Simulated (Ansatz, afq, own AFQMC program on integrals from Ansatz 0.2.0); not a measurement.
**H3O, doublet: AFQMC among the cluster methods**

```xyz
4

H    -1.8062    0.0498    0.0000
H    -0.9062    0.0498    0.0000
O     0.1458    0.0498    0.0000
H     0.3977   -0.8901    0.0000
```

Basis cc-pVTZ. Noble-gas cores (and the filled d shells of Ga–Kr and In–Xe) are frozen. Ansatz 0.2.0 and our own AFQMC program on the same integrals; the CISD trial comes from CCSD amplitudes, and released means the phaseless constraint is let go. Error bars are statistical, one sigma.

Determinant: UHF, the one that the program's search chose, which needn't be the lowest solution. The geometry is a point of a scan.

No full CI on the walks' own integrals is used here; CCSDT(Q) serves as the reference and is uncertain by about the last step of the cluster series.

The T1 diagnostic is 0.0135, the weight of the determinant in the CISD state is 0.927 and the ⟨S²⟩ of the determinant is 0.774. The size of the correlated space is 9 electrons in 71 orbitals.

```tsv
level	correlation energy (eV)
MP2	-7.3816
CCSD	-7.6633
CCSD(T)	-7.9008
```

Q: Estimate where AFQMC with the constraint released lies against CCSD(T) on the same integrals.

A: 1.9 ± 0.4 kJ/mol below CCSD(T).

Reference: CCSDT(Q), correlation energy -7.919 eV. The released energy is read at 2.40 1/Eh (meV from the phaseless value at times in 1/Eh: -6 ± 4 at 0.24, -14 ± 3 at 0.51, -13 ± 3 at 0.99, -13 ± 4 at 1.62, -14 ± 4 at 2.40).

```json
{"level": "CCSD(T)", "E − E(reference) (kJ/mol)": "1.8", "share of correlation (%)": "99.77"}
{"level": "CCSDT", "E − E(reference) (kJ/mol)": "1.2", "share of correlation (%)": "99.84"}
{"level": "ph-AFQMC/HF", "E − E(reference) (kJ/mol)": "1.4 ± 2.3", "share of correlation (%)": "99.82"}
{"level": "ph-AFQMC/CISD", "E − E(reference) (kJ/mol)": "1.2 ± 0.3", "share of correlation (%)": "99.84"}
{"level": "released AFQMC", "E − E(reference) (kJ/mol)": "-0.2 ± 0.4", "share of correlation (%)": "100.02"}
```

A walk keeps the symmetry of its determinant, which the program's search chose and which needn't be the lowest solution, so a lower state of the same spin and another symmetry isn't excluded. Released energies are given only where the last usable release times agree within the noise; a slower fall can still hide under it.
